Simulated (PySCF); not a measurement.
## Partial charges of ethenethiol

Compound: ethenethiol, C2H4S.
Z-matrix (Å and degrees, PBE0-D3(BJ)/def2-SVP geometry), rows numbered from 1:
```
C 
C   1  1.3357
S   2  1.7511  1  128.67
H   1  1.0937  2  122.40  3    -0.00
H   1  1.0922  2  120.08  3   179.96
H   2  1.0958  1  120.37  3  -179.98
H   3  1.3512  2   97.17  1     0.02
```

Density: PBE0/pcSseg-1 (PySCF); schemes: Mulliken, IAO, Hirshfeld and ESP-fitted. Geometry: PBE0-D3(BJ)/def2-SVP, one conformer, isolated molecule.

Question: Which atoms carry the lowest charge in the Mulliken, IAO, Hirshfeld and ESP-fitted schemes?

Answer: The schemes don't all agree: Mulliken C2 (-0.331); IAO C1 (-0.345); Hirshfeld C1 (-0.124); ESP-fitted C1 (-0.498).

Question: At which atom do the 4 schemes differ most?

Answer: At C1: from -0.498 (ESP-fitted) to -0.124 e (Hirshfeld), 0.374 e apart.

Question: For which atoms does the sign change between the 4 schemes (beyond +0.03 e in one, beyond −0.03 e in another)?

Answer: S3. Atomic charges aren't observables, and each scheme defines them in its own way.

Question: What partial charge does each atom carry?

Answer: In e:

```json
{"atom": "C1", "environment": "terminal =CH2 carbon", "Mulliken": "-0.185", "IAO": "-0.345", "Hirshfeld": "-0.124", "ESP-fitted": "-0.498"}
{"atom": "C2", "environment": "alkene CH carbon", "Mulliken": "-0.331", "IAO": "-0.247", "Hirshfeld": "-0.063", "ESP-fitted": "-0.179"}
{"atom": "S3", "environment": "thiol sulfur", "Mulliken": "-0.032", "IAO": "+0.030", "Hirshfeld": "-0.022", "ESP-fitted": "-0.227"}
{"atom": "H4", "environment": "vinylic hydrogen", "Mulliken": "+0.121", "IAO": "+0.144", "Hirshfeld": "+0.043", "ESP-fitted": "+0.222"}
{"atom": "H5", "environment": "vinylic hydrogen", "Mulliken": "+0.131", "IAO": "+0.158", "Hirshfeld": "+0.050", "ESP-fitted": "+0.200"}
{"atom": "H6", "environment": "vinylic hydrogen", "Mulliken": "+0.160", "IAO": "+0.166", "Hirshfeld": "+0.054", "ESP-fitted": "+0.250"}
{"atom": "H7", "environment": "S–H hydrogen", "Mulliken": "+0.137", "IAO": "+0.093", "Hirshfeld": "+0.062", "ESP-fitted": "+0.233"}
```

Mean size of the charges over all atoms: ESP-fitted 0.259 e, IAO 0.169 e, Mulliken 0.157 e, Hirshfeld 0.060 e. Each set sums to the total charge, 0, to within 0.001 e. The Mulliken scheme counts on each atom the diagonal of the density matrix times the overlap matrix over that atom's basis functions.

Question: Sum the charges by element, for elements with more than one atom.

Answer: 
```
element  atoms  Mulliken     IAO  Hirshfeld  ESP-fitted
      C      2    -0.516  -0.592     -0.186      -0.678
      H      4    +0.549  +0.562     +0.209      +0.905
```

Question: How closely do the schemes follow one another over all atoms?

Answer: Correlation coefficient and root-mean-square difference: Hirshfeld with ESP-fitted 0.97, 0.213 e; IAO with Hirshfeld 0.96, 0.132 e; Mulliken with IAO 0.92, 0.075 e; IAO with ESP-fitted 0.89, 0.136 e; Mulliken with Hirshfeld 0.89, 0.123 e; Mulliken with ESP-fitted 0.82, 0.165 e.

Question: How many electrons does the ESP-fitted scheme count on C2?

Answer: Z − q = 6 − (-0.179) = 6.179.

These values come from a run that also computed NMR shieldings. The run took 4.7 s wall (with the writing of density and orbital grids) on an Arm Neoverse V1 with one thread, shared host with 32 logical CPUs at a one-minute load of 13, and the process peaked at 0.36 GiB of memory.
